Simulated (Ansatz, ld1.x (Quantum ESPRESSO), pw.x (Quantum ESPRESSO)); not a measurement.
**What a changed setting does to a pw.x run (diamond Si)**

Potential: ultrasoft, ld1.x (Quantum ESPRESSO) 7.5, PBE; core [Ne], reference 3s2 3p2; waves: 3s (bound): rcut 1.40, rcutus 1.85 bohr; 3s channel at -0.2 Ry: rcut 1.40, rcutus 1.85 bohr; 3p (bound): rcut 1.75, rcutus 2.30 bohr; 3p channel at 0.4 Ry: rcut 1.75, rcutus 2.30 bohr; 3d channel at 0.25 Ry: rcut 1.50, rcutus 2.10 bohr; 3d channel at 0.95 Ry: rcut 1.50, rcutus 2.10 bohr; local part: all-electron potential smoothed inside 1.95 bohr (lloc = -1); core correction: none; augmentation: built from norm-conserving waves at rcut, not smoothed further.

The reference run (k-mesh 8³, cutoffs 40/600 Ry, Fermi–Dirac 0.01 Ry, mixing_beta 0.4, conv_thr 1e-9, no spin) gives 0.05 GPa at 20.463 Å³/atom, where all-electron LAPW gives -0.05 GPa. This run, with its own iteration cap, changes diagonalization to cg.

```
&control
  calculation='scf', prefix='x', pseudo_dir='./', outdir='./tmp', tstress=.true., disk_io='none'
/
&system
  ibrav=0, nat=2, ntyp=1, ecutwfc=40, ecutrho=600, nbnd=11,
  occupations='smearing', smearing='fd', degauss=0.01
/
&electrons
  conv_thr=1e-09, mixing_beta=0.4, electron_maxstep=60, diagonalization='cg'
/
ATOMIC_SPECIES
Si 1.0 Si.UPF
CELL_PARAMETERS angstrom
  0.00000000 2.73520428 2.73520428
  2.73520428 0.00000000 2.73520428
  2.73520428 2.73520428 0.00000000
ATOMIC_POSITIONS crystal
Si 0.0000 0.0000 0.0000
Si 0.2500 0.2500 0.2500
K_POINTS automatic
8 8 8 0 0 0
```

```bash
pw.x < Si.scf.in > Si.scf.out
```

Question: How does the run end?

Answer: It converges in 7 iterations; the free energy moves by +0.0 meV/atom and the pressure by +0.00 GPa. The result is that of the reference run.

```
Message from routine setup:
     using ibrav=0 with symmetry is DISCOURAGED, use correct ibrav instead
     lattice parameter (alat)  =       7.3098  a.u.
     unit-cell volume          =     276.1823 (a.u.)^3
     number of electrons       =         8.00
     number of Kohn-Sham states=           11
     kinetic-energy cutoff     =      40.0000  Ry
     charge density cutoff     =     600.0000  Ry
     scf convergence threshold =      1.0E-09
     Exchange-correlation= PBE
     number of k points=    29  Fermi-Dirac smearing, width (Ry)=  0.0100
     iteration #  1     ecut=    40.00 Ry     beta= 0.40
     total energy              =     -15.76244743 Ry
     estimated scf accuracy    <       0.05418726 Ry
     iteration #  2     ecut=    40.00 Ry     beta= 0.40
     total energy              =     -15.76032724 Ry
     estimated scf accuracy    <       0.01553486 Ry
     iteration #  3     ecut=    40.00 Ry     beta= 0.40
     total energy              =     -15.76116984 Ry
     estimated scf accuracy    <       0.00022818 Ry
     iteration #  4     ecut=    40.00 Ry     beta= 0.40
     c_bands:  1 eigenvalues not converged
     total energy              =     -15.76119499 Ry
     estimated scf accuracy    <       0.00001025 Ry
     iteration #  5     ecut=    40.00 Ry     beta= 0.40
     total energy              =     -15.76119665 Ry
     estimated scf accuracy    <       0.00000005 Ry
     iteration #  6     ecut=    40.00 Ry     beta= 0.40
     total energy              =     -15.76119672 Ry
     estimated scf accuracy    <          6.3E-09 Ry
     iteration #  7     ecut=    40.00 Ry     beta= 0.40
     the Fermi energy is     6.2829 ev
!    total energy              =     -15.76119673 Ry
     estimated scf accuracy    <          9.5E-11 Ry
     smearing contrib. (-TS)   =      -0.00027555 Ry
     The total energy is F=E-TS. E is the sum of the following terms:
     one-electron contribution =       4.58279128 Ry
     hartree contribution      =       1.11599688 Ry
     xc contribution           =      -4.78485526 Ry
     ewald contribution        =     -16.67485408 Ry
     convergence has been achieved in   7 iterations
          total   stress  (Ry/bohr**3)                   (kbar)     P=        0.54
     Message from routine punch:
     Nothing written, as per user request (disk_io='none')
```

The run took about 12 s on one core of a shared host (Neoverse-V1, 32 threads, 247 GiB, load 9).
